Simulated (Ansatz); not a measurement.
A nudged elastic band was laid between two geometries of FH4NSi + H2 (9 atoms, charge 0, multiplicity 1).

Computed with Ansatz, RKS PBE/6-31G*.

```json
{
  "movable images": "5",
  "climbing image": "yes",
  "spring": "5.0 eV/Å²",
  "optimiser": "quadratic models (default)",
  "start path": "through a guess of the saddle point",
  "force threshold": "0.05 eV/Å",
  "iteration limit": "60",
  "end points": "relaxed"
}
```

Image 0:

```xyz
9
Properties=species:S:1:pos:R:3
Si -0.160 0.554 0.051
N -0.181 0.296 1.755
H 0.135 -0.594 2.140
H 0.025 1.064 2.394
F 1.313 0.762 -0.622
H -0.935 1.807 -0.207
H -0.757 -0.664 -0.577
H 0.916 -3.098 1.758
H 1.415 -2.631 1.444
```

Image 6:

```xyz
9
Properties=species:S:1:pos:R:3
Si 0.492 0.002 -0.169
N -0.136 -0.594 2.116
H -1.116 -0.364 2.318
H 0.434 -0.102 2.813
F 0.915 0.405 -1.710
H 0.092 1.315 0.438
H -0.634 -0.972 -0.360
H 1.750 -0.594 0.393
H -0.025 -1.599 2.297
```

Q: What changes between the two ends?

A: Bonds broken: Si1–N2, H8–H9. Bonds formed: Si1–H8, N2–H9. FH4NSi + H2 becomes FH3Si + H3N.

Q: What energy profile does the band end with?

A: The forces met the threshold. The highest image is number 4 of 0 to 6, 47.2 kcal/mol above the first end and 43.5 kcal/mol above the last; the last end lies 3.7 kcal/mol above the first. Neighbouring images differ by up to 1.7 eV, so the band resolves the path poorly. A vibrational analysis at the climbing image gives one clearly imaginary mode, 1367i cm⁻¹: a first-order saddle point. The orbitals stay closed-shell, which can raise the energy where a bond breaks towards radicals; this wasn't checked here.

```tsv
image	path coordinate (Å)	energy (kcal/mol)	Si1–N2 (Å)	H8–H9 (Å)	Si1–H8 (Å)
0	0.00	0.0	1.72	0.75	4.17
1	1.25	0.0	1.72	0.75	4.27
2	2.49	1.0	1.72	0.75	3.55
3	3.73	8.1	1.74	0.76	2.87
4	4.97	47.2	1.91	1.11	1.84
5	6.18	15.1	2.22	2.02	1.53
6	7.38	3.7	2.44	2.79	1.50
```

Q: What is the geometry of the highest image?

A: 
```xyz
9
Properties=species:S:1:pos:R:3
Si 0.128 -0.061 0.111
N 0.021 -0.286 2.006
H -0.888 -0.172 2.480
H 0.733 0.250 2.520
F 1.474 0.446 -0.667
H -0.671 1.223 0.033
H -0.777 -1.085 -0.500
H 1.133 -1.524 0.596
H 0.620 -1.293 1.558
```

Run time: 2.5 min on 1 thread of Arm Neoverse V2, with other jobs on the host, peak memory 0.11 GiB.
